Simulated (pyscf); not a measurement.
Optimised with ωB97X-D3(BJ)/def2-SVP in PySCF.

Problem. For the elementary gas-phase step •H₂Si–Br + hydrogen (H₂) → H₃Si–Br + H atom (H•) (doublet surface; H–H broken, H–Si formed), what barrier and reaction energy does PBE/def2-TZVP give, measured from the separated reactants?

Solution. ΔE‡ = 64.8 kJ/mol, ΔE = +65.1 kJ/mol. ωB97M-D3(BJ)/def2-TZVP gives 71.3 kJ/mol and +51.5 kJ/mol. Zero-point energy shifts the barrier by -3.8 kJ/mol. It is a hydrogen abstraction, with an imaginary mode of 995i cm⁻¹. This is the saddle that the search found; another between the same sides may lie lower. The angle at the transferred H is 179°. Elements up to Kr have no core potential and no relativistic terms here.
